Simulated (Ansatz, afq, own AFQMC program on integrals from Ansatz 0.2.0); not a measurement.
**CH₂B (quartet): AFQMC on the coupled-cluster ladder, cc-pVDZ**

How near does AFQMC come to the top of the ladder for CH₂B (quartet)?

Computed with Ansatz 0.2.0, Gaussian basis, and an in-house AFQMC program (afq) on its integrals; all values are calculated. Level: cc-pVDZ, frozen cores.

Plan: PBE (unrestricted); r2SCAN (unrestricted); PBE0 (unrestricted); B3LYP (unrestricted); wB97M-V (unrestricted); B2PLYP (unrestricted); CCSD(T) on UHF; CCSDT(Q) on UHF; Phaseless AFQMC, CISD trial on UHF; Phaseless AFQMC, single-determinant trial on UHF; Free-projection AFQMC, CISD trial on UHF.

## 1. The system

The geometry is a PBE0/def2-TZVP stationary point (not a proven minimum) of the parent state, kept for this charge and spin.

4 atoms, charge 0, spin multiplicity 4.

Atoms are counted from 1 here; the program's logs count them from 0.

Bond lengths: B1–C2 1.382 Å, C2–H3 1.086 Å, C2–H4 1.086 Å. Angles: B1–C2–H3 121.6°, B1–C2–H4 121.6°, H3–C2–H4 116.9°.

## 2. PBE (unrestricted)

File in.yaml:

```yaml
crystal:
  periodic: [false, false, false]
  atoms:
    - {symbol: B, position_ang: [0.000000, 0.000000, 0.826501]}
    - {symbol: C, position_ang: [0.000000, 0.000000, -0.555344]}
    - {symbol: H, position_ang: [0.000000, -0.925158, -1.123694]}
    - {symbol: H, position_ang: [0.000000, 0.925158, -1.123694]}
basis:
  gaussian: {orbitals: cc-pVDZ}
magnetization: {spin_polarized: true, initial_magnetization: 3}
hamiltonian: {xc: {name: PBE}}
output: {orbitals: {seedname: orbitals}}
```

The run is started by

```console
$ ansatz run in.yaml --threads 1 --pin off --events-out ev --progress --plain --max-ram 1843MiB
```

Log:

```text
Functional definition: PBE
  name "PBE"
  cite "Perdew, Burke & Ernzerhof, Phys. Rev. Lett. 77, 3865 (1996) doi:10.1103/PhysRevLett.77.3865"
  parent pbe
  parameter kappa = 0.804
  parameter beta = 0.06672455060314922
  exchange = pbe_x(kappa = kappa, mu = beta*pi^2/3)
  correlation = pbe_c(beta = beta)
450 factors; their error is unknown
mean field evaluation 1: about -1732.7226 eV, gradient 2.6e1 eV
mean field evaluation 2: about -1728.3105 eV, gradient 3.6e1 eV
mean field evaluation 4: about -1736.4311 eV, gradient 1.4e0 eV
mean field evaluation 8: about -1736.4261 eV, gradient 2.7e-3 eV
mean field evaluation 16: about -1736.4261 eV, gradient 1.5e-5 eV
mean field -1736.42607184 eV, -63.8124811482 hartree, gradient 1.5e-5 eV, S^2 3.751375; 0 other end points of the search recorded, 0 dependent functions left out
reference -1736.42609915 eV, -63.8124821518 hartree; 8, 5 occupied and 30, 33 virtual orbitals, 450 factors
Total energy: -1736.42609915 eV, -63.8124821518 hartree
```

Run time: 0.6 s. Hardware: 1 thread of Arm Neoverse V1, shared host.

From the report: ⟨S²⟩ of the determinant 3.751 (pure quartet: 3.75).

## 3. r2SCAN (unrestricted)

Changes to in.yaml since step 2:

```diff
@@ -10,3 +10,2 @@
 magnetization: {spin_polarized: true, initial_magnetization: 3}
-hamiltonian: {xc: {name: PBE}}
-output: {orbitals: {seedname: orbitals}}
+hamiltonian: {xc: {name: r2SCAN}}
```

The command is unchanged.

Log:

```text
Functional definition: r2SCAN
  name "r2SCAN"
  cite "Furness, Kaplan, Ning, Perdew & Sun, J. Phys. Chem. Lett. 11, 8208 (2020) doi:10.1021/acs.jpclett.0c02405"
  cite "Furness, Kaplan, Ning, Perdew & Sun, J. Phys. Chem. Lett. 11, 9248 (2020) doi:10.1021/acs.jpclett.0c03077"
  parent r2scan
  parameter k0 = 0.174
  parameter k1 = 0.065
  parameter a1 = 4.9479
  exchange = r2scan_x(k0 = k0, k1 = k1, a1 = a1)
  correlation = r2scan_c
450 factors; their error is unknown
mean field evaluation 1: about -1735.3767 eV, gradient 2.3e1 eV
mean field evaluation 2: about -1733.7629 eV, gradient 2.8e1 eV
mean field evaluation 4: about -1738.3108 eV, gradient 8.6e-1 eV
mean field evaluation 8: about -1738.2977 eV, gradient 3.3e-3 eV
mean field -1738.29774002 eV, -63.8812636853 hartree, gradient 3.4e-5 eV, S^2 3.752952; 0 other end points of the search recorded, 0 dependent functions left out
reference -1738.29774915 eV, -63.8812640208 hartree; 8, 5 occupied and 30, 33 virtual orbitals, 450 factors
Total energy: -1738.29774915 eV, -63.8812640208 hartree
```

It took 1.4 s on 1 thread of Arm Neoverse V1, shared host.

From the report: ⟨S²⟩ of the determinant 3.753 (pure quartet: 3.75).

## 4. PBE0 (unrestricted)

Changes to in.yaml since step 3:

```diff
@@ -10,2 +10,3 @@
 magnetization: {spin_polarized: true, initial_magnetization: 3}
-hamiltonian: {xc: {name: r2SCAN}}
+hamiltonian: {xc: {name: PBE0}}
+output: {orbitals: {seedname: orbitals}}
```

Same command.

Log:

```text
Functional definition: PBE0
  name "PBE0"
  cite "Adamo & Barone, J. Chem. Phys. 110, 6158 (1999) doi:10.1063/1.478522"
  cite "Perdew, Burke & Ernzerhof, Phys. Rev. Lett. 77, 3865 (1996) doi:10.1103/PhysRevLett.77.3865"
  parent pbe
  parameter a = 0.25
  parameter kappa = 0.804
  parameter beta = 0.06672455060314922
  exchange = (1 - a)*pbe_x(kappa = kappa, mu = beta*pi^2/3) + a*exact_x
  correlation = pbe_c(beta = beta)
350 factors; integrals over basis functions are off by at most 9.2e-4 eV
mean field evaluation 1: about -1734.7892 eV, gradient 1.9e1 eV
mean field evaluation 2: about -1734.8855 eV, gradient 1.9e1 eV
mean field evaluation 4: about -1736.9388 eV, gradient 5.4e-1 eV
mean field evaluation 8: about -1736.9390 eV, gradient 2.5e-3 eV
mean field -1736.93904347 eV, -63.8313325079 hartree, gradient 5.8e-5 eV, S^2 3.751626; 0 other end points of the search recorded, 0 dependent functions left out
reference -1736.93906434 eV, -63.8313332748 hartree; 8, 5 occupied and 30, 33 virtual orbitals, 350 factors
Total energy: -1736.93906434 eV, -63.8313332748 hartree
```

It took 0.72 s on 1 thread of Arm Neoverse V1, shared host.

From the report: ⟨S²⟩ of the determinant 3.752 (pure quartet: 3.75).

## 5. B3LYP (unrestricted)

Changes to in.yaml since step 4:

```diff
@@ -10,3 +10,2 @@
 magnetization: {spin_polarized: true, initial_magnetization: 3}
-hamiltonian: {xc: {name: PBE0}}
-output: {orbitals: {seedname: orbitals}}
+hamiltonian: {xc: {name: B3LYP}}
```

The command is unchanged.

Log (excerpt; [...] marks lines left out):

```text
Functional definition: B3LYP
  name "B3LYP"
  cite "Stephens, Devlin, Chabalowski & Frisch, J. Phys. Chem. 98, 11623 (1994) doi:10.1021/j100096a001"
  cite "Becke, Phys. Rev. A 38, 3098 (1988) doi:10.1103/PhysRevA.38.3098"
  cite "Lee, Yang & Parr, Phys. Rev. B 37, 785 (1988) doi:10.1103/PhysRevB.37.785"
  cite "Vosko, Wilk & Nusair, Can. J. Phys. 58, 1200 (1980) doi:10.1139/p80-159"
[...]
350 factors; integrals over basis functions are off by at most 9.2e-4 eV
[...]
mean field -1739.27225395 eV, -63.9170764115 hartree, gradient 4.8e-5 eV, S^2 3.751380; 0 other end points of the search recorded, 0 dependent functions left out
reference -1739.27242547 eV, -63.9170827150 hartree; 8, 5 occupied and 30, 33 virtual orbitals, 350 factors
Total energy: -1739.27242547 eV, -63.9170827150 hartree
```

Run time: 0.66 s. Hardware: 1 thread of Arm Neoverse V1, shared host.

From the report: ⟨S²⟩ of the determinant 3.751 (pure quartet: 3.75).

## 6. wB97M-V (unrestricted)

Changes to in.yaml since step 5:

```diff
@@ -10,2 +10,3 @@
 magnetization: {spin_polarized: true, initial_magnetization: 3}
-hamiltonian: {xc: {name: B3LYP}}
+hamiltonian: {xc: {name: wB97M-V}}
+output: {orbitals: {seedname: orbitals}}
```

The command is unchanged.

Log (excerpt; [...] marks lines left out):

```text
Functional definition: wB97M-V
  name "wB97M-V"
  cite "Mardirossian & Head-Gordon, J. Chem. Phys. 144, 214110 (2016) doi:10.1063/1.4952647"
  cite "Becke, J. Chem. Phys. 107, 8554 (1997) doi:10.1063/1.475007"
  cite "Vydrov & Van Voorhis, J. Chem. Phys. 133, 244103 (2010) doi:10.1063/1.3521275"
  # Of w^i u^j: cxij and so on, Table III.
[...]
  gx(w, u) = 1 - cx + cx01*u + cx10*w
  gss(w, u) = css00 + css04*u^4 + css10*w + css20*w^2 + css43*w^4*u^3
  gos(w, u) = cos00 + cos10*w + (cos20 + cos21*u)*w^2 + (cos60 + cos61*u)*w^6
[...]
      + integral(e_c_pw_mod_opposite_spin*gos(b97_w_opposite, b97_u_opposite)) + vv10(b, c)
350 factors; integrals over basis functions are off by at most 9.2e-4 eV
125 factors; integrals over basis functions are off by at most 4.4e-6 eV
[...]
mean field -1738.01281499 eV, -63.8707928833 hartree, gradient 1.1e-5 eV, S^2 3.750989; 0 other end points of the search recorded, 0 dependent functions left out
reference -1738.01284351 eV, -63.8707939314 hartree; 8, 5 occupied and 30, 33 virtual orbitals, 350 factors
Total energy: -1738.01284351 eV, -63.8707939314 hartree
```

Wall time 2.4 s (1 thread of Arm Neoverse V1, shared host).

From the report: ⟨S²⟩ of the determinant 3.751 (pure quartet: 3.75).

## 7. B2PLYP (unrestricted)

Changes to in.yaml since step 6:

```diff
@@ -10,3 +10,3 @@
 magnetization: {spin_polarized: true, initial_magnetization: 3}
-hamiltonian: {xc: {name: wB97M-V}}
-output: {orbitals: {seedname: orbitals}}
+hamiltonian: {xc: {name: B2PLYP}}
+correlation: {electrons: outside_noble_gas}
```

Same command.

Log (excerpt; [...] marks lines left out):

```text
Functional definition: B2PLYP
  name "B2PLYP"
  cite "Grimme, J. Chem. Phys. 124, 034108 (2006) doi:10.1063/1.2148954"
  cite "Becke, Phys. Rev. A 38, 3098 (1988) doi:10.1103/PhysRevA.38.3098"
  cite "Lee, Yang & Parr, Phys. Rev. B 37, 785 (1988) doi:10.1103/PhysRevB.37.785"
[...]
350 factors; integrals over basis functions are off by at most 9.2e-4 eV
[...]
mean field -1735.68830081 eV, -63.7853685629 hartree, gradient 2.3e-6 eV, S^2 3.752028; 0 other end points of the search recorded, 0 dependent functions left out
2 core orbitals not correlated: weight in the atoms' cores, before any rotation towards them, 1.000 or more for the frozen orbitals, at most 0.000 for the correlated occupied ones
reference -1735.68841064 eV, -63.7853725993 hartree; 6, 3 occupied and 30, 33 virtual orbitals, 350 factors
second order -4.98548597 eV of doubles, -0.00000000 eV of singles
Total energy: -1737.03449186 eV, -63.8348401714 hartree
```

It took 0.81 s on 1 thread of Arm Neoverse V1, shared host.

From the report: ⟨S²⟩ of the determinant 3.752 (pure quartet: 3.75).

## 8. CCSD(T) on UHF

Changes to in.yaml since step 7:

```diff
@@ -10,3 +10,2 @@
 magnetization: {spin_polarized: true, initial_magnetization: 3}
-hamiltonian: {xc: {name: B2PLYP}}
-correlation: {electrons: outside_noble_gas}
+correlation: {method: ccsd_t, electrons: outside_noble_gas, hamiltonian_folder: ham}
```

Same command.

Log (excerpt; [...] marks lines left out):

```text
Functional definition: HF
  name "HF"
  cite "Fock, Z. Phys. 61, 126 (1930) doi:10.1007/BF01340294"
  parent pbe
[...]
350 factors; integrals over basis functions are off by at most 9.2e-4 eV
[...]
mean field -1728.92105051 eV, -63.5366767015 hartree, gradient 2.4e-6 eV, S^2 3.753589; 1 other end points of the search recorded, 0 dependent functions left out
determinant -1728.92105051 eV, -63.5366767015 hartree, with singles and doubles -1733.67001773 eV, -63.7111980278 hartree
determinant -1727.28373199 eV, -63.4765063556 hartree, with singles and doubles -1731.88709061 eV, -63.6456766649 hartree
2 core orbitals not correlated: weight in the atoms' cores, before any rotation towards them, 1.000 or more for the frozen orbitals, at most 0.000 for the correlated occupied ones
reference -1728.92105051 eV, -63.5366767015 hartree; 6, 3 occupied and 30, 33 virtual orbitals, 350 factors
second order -4.03955996 eV of doubles, -0.00000000 eV of singles
cycle   1  -4.74899114 eV  change   -2.4e-5 eV  update   2.9e-4
[...]
cycle   6  -4.74903973 eV  change   -3.5e-6 eV  update   1.1e-6
perturbative correction -0.11515093 eV, -0.0042317186 hartree
Total energy: -1733.78524117 eV, -63.7154324113 hartree
```

It took 1.1 s on 1 thread of Arm Neoverse V1, shared host.

From the report: ⟨S²⟩ of the determinant 3.754 (pure quartet: 3.75); correlation -4.8642 eV; T1 0.014; largest double amplitude 0.03.

This run also writes the integrals to the folder ham.

## 9. CCSDT(Q) on UHF

Changes to in.yaml since step 8:

```diff
@@ -10,2 +10,2 @@
 magnetization: {spin_polarized: true, initial_magnetization: 3}
-correlation: {method: ccsd_t, electrons: outside_noble_gas, hamiltonian_folder: ham}
+correlation: {method: ccsdt_q, electrons: outside_noble_gas}
```

Same command.

Log (excerpt; [...] marks lines left out):

```text
Functional definition: HF
  name "HF"
  cite "Fock, Z. Phys. 61, 126 (1930) doi:10.1007/BF01340294"
  parent pbe
[...]
703 factors; integrals over basis functions are off by at most 1.8e-7 eV
[...]
mean field -1728.92106977 eV, -63.5366774094 hartree, gradient 2.4e-6 eV, S^2 3.753589; 1 other end points of the search recorded, 0 dependent functions left out
determinant -1728.92106977 eV, -63.5366774094 hartree, with singles and doubles -1733.67002598 eV, -63.7111983310 hartree
determinant -1727.28375302 eV, -63.4765071285 hartree, with singles and doubles -1731.88710035 eV, -63.6456770226 hartree
2 core orbitals not correlated: weight in the atoms' cores, before any rotation towards them, 1.000 or more for the frozen orbitals, at most 0.000 for the correlated occupied ones
reference -1728.92106977 eV, -63.5366774094 hartree; 6, 3 occupied and 30, 33 virtual orbitals, 703 factors
second order -4.03956710 eV of doubles, -0.00000000 eV of singles
cycle   1  -4.55630257 eV  change   -5.2e-1 eV  update   5.5e-2
[...]
cycle  14  -4.88304474 eV  change    4.7e-7 eV  update   5.0e-7
perturbative correction -0.00558071 eV, -0.0002050872 hartree
Total energy: -1733.80969522 eV, -63.7163310808 hartree
```

Run time: 11 s. Hardware: 1 thread of Arm Neoverse V1, shared host.

From the report: ⟨S²⟩ of the determinant 3.754 (pure quartet: 3.75); correlation -4.8886 eV; T1 0.015; largest double amplitude 0.03.

## 10. Phaseless AFQMC, CISD trial on UHF

It reads the integrals that the CCSD(T) run on this determinant wrote.

The run is started by

```console
$ afq ham --method phaseless --trial cisd --walkers 60 --populations 1 --least-time 40 --time-step 0.005 --steps-per-block 50 --equilibration-blocks 28 --max-blocks 300 --target-error 0.00036 --factor-cut 1e-05 --start spin_pure --seed 9328 --release-times 0.24,0.51,0.99,1.62,2.4 --release-step 0.03 --release-every 4 --taylor-order 6
```

Log:

```text
orbitals 36  electrons 6 3  factors 284 of 350
reference energy -63.53667670 Eh
CCSD correlation -0.17452385 Eh in 9 cycles, weight of the determinant in the CISD state 0.9227
energy of the start -63.711146 Eh
 block  time / (1/Eh)  mean weight  energy / Eh
     1     0.250  1.0005  -63.709900
     2     0.500  0.9998  -63.710684
     3     0.750  1.0018  -63.712104
     4     1.000  0.9986  -63.712321
     5     1.250  1.0012  -63.713166
     6     1.500  0.9989  -63.713166
     7     1.750  0.9999  -63.714946
     8     2.000  1.0005  -63.714168
     9     2.250  1.0040  -63.714805
    10     2.500  1.0009  -63.714213
    13     3.250  0.9994  -63.714380
    17     4.250  0.9994  -63.713852
    21     5.250  0.9986  -63.717082
    25     6.250  1.0006  -63.716411
    29     7.250  0.9992  -63.717323
    33     8.250  0.9979  -63.718339
    37     9.250  1.0000  -63.717227
    41    10.250  1.0009  -63.718429
    45    11.250  1.0005  -63.714088
    49    12.250  0.9971  -63.718791
    53    13.250  1.0015  -63.718061
    57    14.250  1.0007  -63.716971
    61    15.250  1.0001  -63.714540
    65    16.250  0.9987  -63.717329
    69    17.250  1.0009  -63.715087
    73    18.250  1.0004  -63.717754
    77    19.250  1.0002  -63.715409
    81    20.250  0.9989  -63.713552
    85    21.250  1.0027  -63.716279
    89    22.250  1.0025  -63.713039
    93    23.250  1.0016  -63.715474
    97    24.250  1.0009  -63.715570
   101    25.250  1.0029  -63.716960
   105    26.250  0.9985  -63.715573
   109    27.250  0.9990  -63.717843
   113    28.250  1.0000  -63.715652
   117    29.250  1.0016  -63.715423
   121    30.250  1.0014  -63.714730
   125    31.250  1.0002  -63.716915
   129    32.250  0.9988  -63.720216
   133    33.250  1.0003  -63.717216
   137    34.250  1.0006  -63.718791
   141    35.250  1.0002  -63.715391
   145    36.250  0.9975  -63.716045
   149    37.250  1.0005  -63.716775
   153    38.250  1.0020  -63.716423
   157    39.250  0.9978  -63.717702
   161    40.250  0.9982  -63.716729
   165    41.250  0.9998  -63.716034
   169    42.250  0.9986  -63.715337
   173    43.250  1.0005  -63.714882
   177    44.250  1.0009  -63.716645
   181    45.250  1.0016  -63.715211
   185    46.250  1.0026  -63.717512
blocks merged  error / Eh  count
     1  0.000160  160
     2  0.000186  80
     4  0.000207  40
     8  0.000198  20
    16  0.000238  10
released: time / (1/Eh)  energy / Eh  error  mean overlap
  0.24  -63.716300  0.000257  1.0003
  0.51  -63.716269  0.000258  0.9935
  0.99  -63.716349  0.000215  0.9994
  1.62  -63.716278  0.000298  1.0133
  2.40  -63.716606  0.000322  0.9853
energy -63.716417 +/- 0.000207 Eh
```

Run time: 7.2 min. Hardware: 1 thread of Arm Neoverse V1, shared host; peak memory 0.26 GiB.

Energy -1733.8120 ± 0.0056 eV. Caveats: constraint bias not in the error.

## 11. Phaseless AFQMC, single-determinant trial on UHF

It reads the integrals that the CCSD(T) run on this determinant wrote.

The run is started by

```console
$ afq ham --method phaseless --trial hf --walkers 120 --populations 1 --least-time 40 --time-step 0.005 --steps-per-block 20 --equilibration-blocks 112 --max-blocks 600 --target-error 0.00108 --factor-cut 1e-05 --start spin_pure --seed 3355 --taylor-order 6
```

Log:

```text
orbitals 36  electrons 6 3  factors 284 of 350
reference energy -63.53667670 Eh
CCSD correlation -0.17452385 Eh in 9 cycles, weight of the determinant in the CISD state 0.9227
energy of the start -63.536713 Eh
 block  time / (1/Eh)  mean weight  energy / Eh
     1     0.100  1.0024  -63.580022
     2     0.200  1.0004  -63.606764
     3     0.300  1.0027  -63.633843
     4     0.400  1.0016  -63.646794
     5     0.500  1.0003  -63.654268
     6     0.600  1.0011  -63.666276
     7     0.700  1.0010  -63.675478
     8     0.800  1.0020  -63.677271
     9     0.900  0.9988  -63.682212
    10     1.000  1.0018  -63.681242
    18     1.800  0.9992  -63.687260
    35     3.500  1.0014  -63.704868
    52     5.200  1.0004  -63.704214
    69     6.900  0.9985  -63.707026
    86     8.600  1.0022  -63.703334
   103    10.300  1.0006  -63.729093
   120    12.000  1.0008  -63.705698
   137    13.700  0.9996  -63.721335
   154    15.400  1.0000  -63.713572
   171    17.100  0.9988  -63.719407
   188    18.800  0.9995  -63.729933
   205    20.500  0.9999  -63.720817
   222    22.200  1.0007  -63.699221
   239    23.900  1.0001  -63.718462
   256    25.600  1.0012  -63.712075
   273    27.300  0.9995  -63.709863
   290    29.000  1.0006  -63.721601
   307    30.700  0.9997  -63.710090
   324    32.400  1.0010  -63.706399
   341    34.100  0.9990  -63.720947
   358    35.800  1.0000  -63.724822
   375    37.500  1.0011  -63.726667
   392    39.200  1.0004  -63.722163
   409    40.900  1.0001  -63.683816
   426    42.600  0.9997  -63.714466
   443    44.300  1.0013  -63.719833
   460    46.000  0.9995  -63.702597
   477    47.700  1.0006  -63.740976
   494    49.400  0.9996  -63.716545
   511    51.100  0.9989  -63.719411
   528    52.800  0.9990  -63.708368
   545    54.500  1.0014  -63.729698
   562    56.200  1.0007  -63.700882
   579    57.900  1.0013  -63.727857
   596    59.600  1.0011  -63.720700
   613    61.300  1.0011  -63.731083
   630    63.000  1.0016  -63.719473
   647    64.700  1.0000  -63.734101
   664    66.400  0.9998  -63.714762
   681    68.100  0.9998  -63.719248
   698    69.800  1.0002  -63.723121
blocks merged  error / Eh  count
     1  0.000511  600
     2  0.000674  300
     4  0.000855  150
     8  0.001025  75
    16  0.001235  37
    32  0.001207  18
    64  0.001511  9
energy -63.717061 +/- 0.001235 Eh
```

Wall time 4.3 min (1 thread of Arm Neoverse V1, shared host); peak memory 0.26 GiB.

Energy -1733.8296 ± 0.0336 eV. Caveats: constraint bias not in the error.

## 12. Free-projection AFQMC, CISD trial on UHF

It reads the integrals that the CCSD(T) run on this determinant wrote.

The run is started by

```console
$ afq ham --method free --trial cisd --walkers 60 --time-step 0.03 --max-blocks 80 --target-error 0.00036 --factor-cut 1e-05 --seed 6222 --times 0,0.3,0.6,1.2,1.8,2.4,3.6,4.8,6 --taylor-order 8
```

Log:

```text
orbitals 36  electrons 6 3  factors 284 of 350
reference energy -63.53667670 Eh
CCSD correlation -0.17452385 Eh in 9 cycles, weight of the determinant in the CISD state 0.9227
repeat  energy at the last time / Eh  error
    10  -63.715469  0.000490
    20  -63.717318  0.000976
    30  -63.717287  0.000850
    40  -63.717510  0.000680
    50  -63.717452  0.000587
    60  -63.716925  0.000528
    70  -63.716754  0.000468
    80  -63.716808  0.000438
time / (1/Eh)  energy / Eh  error  mean overlap
  0.00  -63.711192  0.000077  1.0839
  0.30  -63.714309  0.000113  1.0895
  0.60  -63.715439  0.000137  1.0850
  1.20  -63.715841  0.000151  1.1072
  1.80  -63.716398  0.000188  1.0988
  2.40  -63.716394  0.000215  1.1019
  3.60  -63.716458  0.000264  1.0942
  4.80  -63.716415  0.000415  1.0853
  6.00  -63.716808  0.000438  1.1158
energy -63.716808 +/- 0.000438 Eh
```

Run time: 7.4 min. Hardware: 1 thread of Arm Neoverse V1, shared host; peak memory 0.26 GiB.

Energy -1733.8227 ± 0.0119 eV. Caveats: remainder of the start not in the error.

## 13. All levels side by side

On the UHF determinant, counted from CCSDT(Q) (a yardstick, not exact):

```csv
level,energy (eV),from CCSDT(Q) (kcal/mol),statistical error (kcal/mol),time
HF,-1728.9211,+112.73,,
MP2,-1732.9606,+19.58,,
CCSD,-1733.6701,+3.22,,
CCSD(T),-1733.7852,+0.56,,
CCSDT(Q),-1733.8097,0.00,,
"Phaseless AFQMC, CISD trial, step 0.005, 60 walkers",-1733.8120,-0.05,0.13,7.2 min
"Phaseless AFQMC, single-determinant trial, step 0.005, 120 walkers",-1733.8296,-0.46,0.77,4.3 min
"Free-projection AFQMC, CISD trial, step 0.03, 60 walkers",-1733.8227,-0.30,0.27,7.4 min
```

The functionals' totals stand on their own zeros and serve differences with other points: PBE -1736.426 eV; r2SCAN -1738.298 eV; PBE0 -1736.939 eV; B3LYP -1739.272 eV; wB97M-V -1738.013 eV; B2PLYP -1737.034 eV.

## 14. What came out

| quantity | value |
| --- | --- |
| CCSD(T) on UHF from CCSDT(Q) | +0.56 kcal/mol |
| Phaseless AFQMC, CISD trial on UHF from CCSDT(Q) | -0.05 ± 0.13 kcal/mol |
| Phaseless AFQMC, single-determinant trial on UHF from CCSDT(Q) | -0.46 ± 0.77 kcal/mol |
| Free-projection AFQMC, CISD trial on UHF from CCSDT(Q) | -0.30 ± 0.27 kcal/mol |

On UHF the phaseless walk with the CISD trial lies -0.05 kcal/mol from CCSDT(Q), within three error bars. Free projection has no constraint; at the last time it gives -0.30 ± 0.27 kcal/mol, and from a start that isn't spin pure other spins can mix in. Error bars are statistical and leave out the constraint, the time step and what remains of the start.
